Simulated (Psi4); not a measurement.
Process, species as SMILES: O (H2O) → [OH-] + H+
B3LYP-D3(BJ)/def2-TZVP geometries, fixed; electronic energies without zero-point terms.
Largest species:
```xyz
3

O      0.0070     0.0013     0.1167
H     -0.0500     0.7593    -0.4742
H     -0.0062    -0.7700    -0.4592
```

The deprotonation energy at MP2 with Psi4, in kcal/mol, split into its Hartree-Fock and correlation parts. Density fitting with the program's default auxiliary sets. Cores are frozen. No added dispersion term, no relativity. Functions are those of the species that has most.

```csv
basis,X,functions,Hartree-Fock,MP2
aug-cc-pVDZ,2,41,405.01,391.46
aug-cc-pVTZ,3,92,406.83,393.24
aug-cc-pVQZ,4,172,407.20,393.39
aug-cc-pV5Z,5,287,407.28,393.25
```

Worked estimate of the basis-set limit from each neighbouring pair, with Hartree-Fock from the larger set and the correlation part extrapolated as X^-3.
Correlation parts: X = 2: -13.55, X = 3: -13.59, X = 4: -13.81, X = 5: -14.03.
- (2,3): (27·(-13.59) - 8·(-13.55))/19 = -13.61; with Hartree-Fock 406.83 the estimate is 393.22 kcal/mol.
- (3,4): (64·(-13.81) - 27·(-13.59))/37 = -13.97; with Hartree-Fock 407.20 the estimate is 393.23 kcal/mol.
- (4,5): (125·(-14.03) - 64·(-13.81))/61 = -14.26; with Hartree-Fock 407.28 the estimate is 393.02 kcal/mol.
The last two estimates differ by 0.21 kcal/mol; the largest set lies 0.23 from the last. Over the last step Hartree-Fock moves by 0.08 and the correlation part by -0.22.
